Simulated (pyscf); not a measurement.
PySCF, gas phase, ωB97X-D3(BJ)/def2-SVP geometries.

Question: For the elementary gas-phase step CH₄ (SMILES C) + H₃C–Al(Cl)–Cl (SMILES [CH3][Al]([Cl])[Cl]) → H₃C–Al(CH₃)–Cl (SMILES [CH3][Al]([CH3])[Cl]) + HCl (SMILES Cl) (singlet surface; C–H, Al–Cl broken, Al–C, Cl–H formed), what barrier and reaction energy does ωB97M-D3(BJ)/def2-TZVP give, measured from the separated reactants?

Answer: ΔE‡ = 42.6 kcal/mol, ΔE = +40.3 kcal/mol. Zero-point energy shifts the barrier by -2.1 kcal/mol. It is a four-centre exchange, with an imaginary mode of 736i cm⁻¹. On the reactant side the descent ends in a complex, 4.1 kcal/mol under the separated species and 45.6 kcal/mol under the saddle at ωB97X-D3(BJ)/def2-TZVP. On the product side the descent ends in an adduct with a Al–Cl contact, 9.9 kcal/mol under the separated species and 9.7 kcal/mol under the saddle at ωB97X-D3(BJ)/def2-TZVP. What is counted as broken (Al–Cl) persists as a longer contact in the product adduct; parting that adduct is a step of its own. One saddle was located; it need not be the lowest between these sides.
